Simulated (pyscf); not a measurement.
Optimised with ωB97X-D3(BJ)/def2-SVP in PySCF. Correlated levels are frozen-core, on RHF or UHF. ΔMP2 is the change of the MP2 total energy from the triple- to the quadruple-zeta basis.

**Question.** Estimate by transition-state theory (the high-pressure limit) the rate constant of H₂N–SiH₂–OH → H₂N–SiH: [singlet] + H₂O (singlet surface; O–Si, H–Si broken, H–O formed) at 1200 K, with CCSD(T)/def2-TZVPP + ΔMP2(QZVPP) energies (ideal gas, 1 atm, RRHO with modes under 100 cm⁻¹ raised to 100, one conformer, R ln 2 for rigid chiral ones; no tunnelling).

**Answer.** The electronic barrier is 81.5 kcal/mol and the thermal terms add -2.1, so ΔG‡ = 79.3 kcal/mol. With k_BT/h = 2.50e+13 s⁻¹ and RT = 2.385 kcal/mol, k = 8.9e-02 s⁻¹. Wigner's tunnelling factor for 1553i cm⁻¹ would be 1.14. A shift of 1 kcal/mol in the barrier changes k by a factor 1.5. On the product side the descent ends in an adduct with a O–Si contact, 7.8 kcal/mol under the separated species and 24.3 kcal/mol under the saddle at ωB97X-D3(BJ)/def2-TZVP. What is counted as broken (O–Si) persists as a longer contact in the product adduct; parting that adduct is a step of its own. The same reactants have a lower exit, to O=SiH₂ + NH₃ (highest point, the separated products, at +60.8 kcal/mol at ωB97M-D3(BJ), against +80.2 kcal/mol here). This is the saddle that the search found; another between the same sides may lie lower. The CCSD(T) − MP2 part came from Ansatz, without density fitting, on the same reference.
